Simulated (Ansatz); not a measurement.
# H14NO5: the cost of one run

Computed with Ansatz 0.2.0 (the levels named in each step, unless a step's input says otherwise).

## 1. Starting point

Bond lengths: O1–H7 0.960 Å, O1–H8 0.960 Å, O2–H9 0.969 Å, O2–H10 0.958 Å, O3–H11 0.960 Å, O3–H12 0.960 Å, O4–H13 0.969 Å, O4–H14 0.958 Å, O5–H15 0.962 Å, O5–H16 0.962 Å, N6–H17 1.033 Å, N6–H18 1.040 Å, N6–H19 1.039 Å, N6–H20 1.033 Å. Angles: H7–O1–H8 107.2°, H9–O2–H10 107.7°, H11–O3–H12 107.2°, H13–O4–H14 107.7°, H15–O5–H16 107.1°, H17–N6–H18 110.0°, H17–N6–H19 110.2°, H17–N6–H20 109.9°, H18–N6–H19 106.3°, H18–N6–H20 110.1°, H19–N6–H20 110.2°.

Structure file:

```xyz
20

O    -0.9880    3.1510    0.2033
O     0.7831   -0.5333   -1.9324
O    -3.2582   -0.7773    0.3282
O     1.1602   -0.6875    1.6874
O     2.9632   -1.4952   -0.3772
N    -0.7555    0.3881    0.0994
H    -0.7357    3.7693   -0.4862
H    -1.3680    3.6650    0.9194
H     1.5541   -0.9058   -1.4786
H     0.6731   -1.0087   -2.7573
H    -4.0054   -0.6877   -0.2678
H    -3.5357   -1.3475    1.0485
H     1.8207   -1.0081    1.0553
H     1.5980   -0.5700    2.5318
H     3.2252   -2.4197   -0.4149
H     3.7629   -0.9709   -0.4788
H    -0.8415    1.4171    0.1316
H    -0.3084    0.0959   -0.7929
H    -0.1322    0.0562    0.8611
H    -1.6888   -0.0463    0.1883
```

## 2. A rough first relaxation, PBE-D4/def2-SVP

This run stands in another session on the same molecule. It ended at:

```xyz
20

O    -0.8269    3.1931    0.2560
O     0.8492   -0.3596   -2.0127
O    -3.1866   -0.9887    0.2523
O     1.1191   -0.7483    1.7664
O     2.8264   -1.5054   -0.3521
N    -0.7487    0.3925    0.0981
H    -0.6339    3.7705   -0.5056
H    -1.4126    3.7305    0.8204
H     1.5903   -0.8485   -1.5799
H     0.5933   -0.9078   -2.7766
H    -4.0428   -0.7029   -0.1169
H    -3.4285   -1.5595    1.0050
H     1.8415   -1.0249    1.1523
H     1.5710   -0.3272    2.5200
H     3.0117   -2.4655   -0.3765
H     3.7041   -1.0878   -0.4623
H    -0.8425    1.4382    0.1416
H    -0.2781    0.1107   -0.8094
H    -0.0981    0.0527    0.8635
H    -1.6848   -0.0771    0.1844
```

## 3. Relaxation, HF/STO-3G

Contents of input.yaml:

```yaml
crystal:
  periodic: [false, false, false]
  atoms:
    - { symbol: O, position_ang: [-0.82690631, 3.19306773, 0.25598649] }
    - { symbol: O, position_ang: [0.84923869, -0.35960044, -2.01270009] }
    - { symbol: O, position_ang: [-3.18663221, -0.98871745, 0.25227157] }
    - { symbol: O, position_ang: [1.119102, -0.7483311, 1.76639998] }
    - { symbol: O, position_ang: [2.82643822, -1.50538433, -0.35211683] }
    - { symbol: "N", position_ang: [-0.74873264, 0.3924759, 0.09806214] }
    - { symbol: H, position_ang: [-0.6339228, 3.7705307, -0.5056012] }
    - { symbol: H, position_ang: [-1.41260368, 3.73050225, 0.82044736] }
    - { symbol: H, position_ang: [1.59034325, -0.84849092, -1.57986372] }
    - { symbol: H, position_ang: [0.59325728, -0.90775552, -2.77658919] }
    - { symbol: H, position_ang: [-4.0428223, -0.70288434, -0.11688401] }
    - { symbol: H, position_ang: [-3.42854945, -1.55954599, 1.00501029] }
    - { symbol: H, position_ang: [1.8414755, -1.02494623, 1.15233756] }
    - { symbol: H, position_ang: [1.57104782, -0.32723113, 2.52003371] }
    - { symbol: H, position_ang: [3.01166168, -2.46553298, -0.37651601] }
    - { symbol: H, position_ang: [3.70412846, -1.08781677, -0.46225206] }
    - { symbol: H, position_ang: [-0.84249895, 1.43822262, 0.14159828] }
    - { symbol: H, position_ang: [-0.27808118, 0.11065788, -0.80942367] }
    - { symbol: H, position_ang: [-0.09812557, 0.05266379, 0.86352481] }
    - { symbol: H, position_ang: [-1.68484782, -0.07708368, 0.18438459] }
total_charge: 1
basis:
  gaussian: { orbitals: STO-3G }
hamiltonian:
  xc: hf
relax:
  f_tol: 0.004
  max_steps: 150
```

Started as:

```bash
$ ansatz run input.yaml --threads 4 --pin off --max-ram 10240MiB --backend cpu --events-out ev --progress --plain --runs-dir out
```

Q: Estimate wall time and peak memory on 4 threads of Intel Xeon Platinum 8375C at 2.90GHz (Ice Lake), shared host.

About 3.7 s, with a peak of 0.12 GiB.
